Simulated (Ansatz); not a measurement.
Input and command of a calculation in Ansatz (plane waves; scalar-relativistic PAW potentials unless the input names others):

```yaml
crystal:
  lattice:
    - [2.9079621845, 0.0, 0.0]
    - [0.0, 2.9079621845, 0.0]
    - [0.0, 0.0, 2.9079621845]
  atoms:
    - { symbol: Zn, position: [0.5, 0.5, 0.5] }
    - { symbol: Cu, position: [0.0, 0.0, 0.0] }
basis:
  ecutwfc: 420
kpoints:
  mp_grid: { grid: [14, 14, 14] }
hamiltonian:
  xc: pbesol
  hubbard: { sites: [{ species: Cu, l: d, u_eff: -5.0 }] }
scf:
  occupations: { method: gaussian, width: 0.1 }
  max_iter: 60
output:
  forces: true
  eigenvalues: true
  stress: true
```

```bash
ansatz run input.yaml --threads 1 --pin off --max-ram 2560MiB --backend cpu --events-out ev --progress --plain --runs-dir out
```

Abridged log:
```
Zn: projections on atomic orbitals take those of the free atom [Ar] 3d10 4s2, of charge +0.00 (hamiltonian.pseudopotentials.projection_atoms); the dataset's partial waves leave at most 6.8e-7 of an orbital's norm unspanned inside its sphere
Cu: projections on atomic orbitals take those of the free atom [Ne] 3s2 3p6 3d10 4s1, of charge +0.00 (hamiltonian.pseudopotentials.projection_atoms); the dataset's partial waves leave at most 2.0e-6 of an orbital's norm unspanned inside its sphere
Pseudopotentials: kind: paw
Pseudopotential: Zn, paw, valence charge 12, recommended cutoff 420 eV (normal)
Pseudopotential: Cu, paw, valence charge 19, recommended cutoff 420 eV (normal)
Functional definition: PBEsol
Crystal: 2 atoms, lattice volume = 24.590 Å³
Basis set: ecut = 420 eV, 461 PW (Γ), exchange–correlation on 40×40×40 points (8 copies of the dense FFT grid, shifted against one another)
Bands: 20, of which v1, the nominal top of the filled ones, is band 16 counted from 1 (15 counted from 0)
Symmetry: 48 space group operations
Space group: Pm-3m (ITA 221), of the structure as read, at distance tolerance 2.9e-5 Å
k-points: 120 of 2744
Initial density: superposition of atomic densities (chi_scale 0.1, normalization cell, long waves kept (reshape's long-wave potential 0.00 eV rms))
Initial wavefunctions: pseudopotential atomic-orbital guess
Functional: x = pbesol(κ = 0.804, μ = 0.12345679), c = pbesol(β = 0.046)
SCF iter   1: F=—  HF=-9874.647534 eV  |F-HF|=—  |Δ(HF+E_count)|=         —  Δρ=4.70e-1  dr2=3.80e1  ethr=3.10e-3  ⟨swp⟩=5.1  Hψ=10276  notcnv=0
SCF iter   2: F=—  HF=-9877.540255 eV  |F-HF|=—  |Δ(HF+E_count)|=    2.89e0  Δρ=3.86e-1  dr2=1.83e1  ethr=3.10e-3  ⟨swp⟩=3.6  Hψ=7779  notcnv=0  defer=27
SCF iter   3: F=—  HF=-9870.565374 eV  |F-HF|=—  |Δ(HF+E_count)|=    6.97e0  Δρ=7.17e-2  dr2=5.99e-1  ethr=3.10e-3  ⟨swp⟩=3.1  Hψ=6824  notcnv=0  defer=52
SCF iter   4: F=—  HF=-9870.425799 eV  |F-HF|=—  |Δ(HF+E_count)|=   1.40e-1  Δρ=9.19e-3  dr2=1.46e-2  ethr=1.93e-3  ⟨swp⟩=2.2  Hψ=4526  notcnv=0  defer=53
SCF iter   5: F=—  HF=-9870.453747 eV  |F-HF|=—  |Δ(HF+E_count)|=   2.79e-2  Δρ=2.48e-2  dr2=8.91e-2  ethr=4.71e-5  ⟨swp⟩=2.0  Hψ=5244  notcnv=0  defer=53
SCF iter   6: F=—  HF=-9870.446059 eV  |F-HF|=—  |Δ(HF+E_count)|=   7.69e-3  Δρ=1.79e-2  dr2=5.47e-2  ethr=4.71e-5  ⟨swp⟩=2.0  Hψ=4181  notcnv=0  defer=53
SCF iter   7: F=—  HF=-9870.438913 eV  |F-HF|=—  |Δ(HF+E_count)|=   7.15e-3  Δρ=1.85e-3  dr2=6.70e-4  ethr=4.71e-5  ⟨swp⟩=2.0  Hψ=3480  notcnv=0  defer=53
SCF iter   8: F=—  HF=-9870.438836 eV  |F-HF|=—  |Δ(HF+E_count)|=   7.76e-5  Δρ=1.49e-3  dr2=3.99e-4  ethr=2.16e-6  ⟨swp⟩=1.0  Hψ=2999  notcnv=0  defer=53
SCF iter   9: F=—  HF=-9870.438770 eV  |F-HF|=—  |Δ(HF+E_count)|=   6.55e-5  Δρ=2.17e-4  dr2=8.58e-6  ethr=1.29e-6  ⟨swp⟩=1.6  Hψ=2475  notcnv=0  defer=53
SCF iter  10: F=—  HF=-9870.438771 eV  |F-HF|=—  |Δ(HF+E_count)|=   1.00e-6  Δρ=2.75e-5  dr2=1.48e-7  ethr=2.77e-8  ⟨swp⟩=1.9  Hψ=2630  notcnv=0  defer=53
SCF iter  11: F=-9870.438771 eV  HF=-9870.438771 eV  |F-HF|=3.31e-10  |Δ(HF+E_count)|=   2.83e-8  Δρ=1.21e-6  dr2=2.45e-10  ethr=3.23e-10  ⟨swp⟩=6.1  Hψ=9078  notcnv=0
SCF 1 converged in 11 iterations: F = -9870.438771 eV  dr2 = 2.45e-10
SCF converged after 11 iterations
Free energy (F): -9870.438771 eV
Harris-Foulkes:  -9870.438771 eV  (|F-HF|=3.31e-10)
Internal energy: -9870.436213 eV  (E = F + TS)
E sigma→0 (E₀):  -9870.437492 eV
Entropy (-TS):   -0.002559 eV (-1.279 meV/atom)
Fermi energy:    15.305060 eV
--- Forces (eV/Å), atoms counted from 1 ---
  atom   1  Zn     0.00000000     0.00000000     0.00000000
  atom   2  Cu     0.00000000     0.00000000     0.00000000
--- Stress (GPa, compression-positive) ---
        0.179468       0.000000       0.000000
        0.000000       0.179468       0.000000
        0.000000       0.000000       0.179468
  P = ⅓ Tr σ = 0.1795 GPa (1.795 kbar)
Occupation matrices written to <dir>
```

Question: What should be changed?

Answer: The fault is an enormous or negative U (hamiltonian.hubbard: not typed → {"sites": [{"species": "Cu", "l": "d", "u_eff": -5.0}]}, the first being the value of the sound run). Setting it back cures it. The run converged all the same, with an energy at zero smearing 275 meV/atom below the reference's (the Hamiltonian itself differs), pressure 0.18 GPa, largest force 0.000 eV/Å, no gap on the mesh, so convergence alone doesn't show that an input is right. A reference run on usual settings, whose relaxation ended at this geometry, converged, and the end of its own relaxation has pressure 0.01 GPa, largest force 0.000 eV/Å, no gap on the mesh.

The run took 5.4 s on 1 thread of Arm Neoverse V2 (shared host), peak memory 0.35 GiB.